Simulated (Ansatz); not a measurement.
A calculation on Ga₂O₃ (C2/m, No. 12) returned equilibrium volume per atom 10.50 Å³/atom, formation enthalpy -2.087 eV/atom.

Q: Which level of theory produced these numbers?
(A) r²SCAN-D4 (Ansatz, a first-principles code)
(B) PBE-D4 (Ansatz)
(C) PBE (Ansatz)
(D) r²SCAN (Ansatz)

A: D, r²SCAN (Ansatz)

The others give: PBE-D4 10.67 Å³/atom, -1.938 eV/atom; PBE 10.97 Å³/atom, -1.822 eV/atom; r²SCAN-D4 10.41 Å³/atom, -2.140 eV/atom.

Unless a cell is named, each level is at its own relaxed cell (PBE 10.97, PBE-D4 10.67, r²SCAN 10.50, r²SCAN-D4 10.41 Å³/atom).

Caveats: the relaxation could not lower the start's symmetry, so the cell can be a saddle point above a distorted one (PBE-D4, PBE, r²SCAN-D4, r²SCAN). Ansatz's density-functional and Hartree–Fock values are scalar-relativistic unless marked +SOC, with PAW data made under PBE.
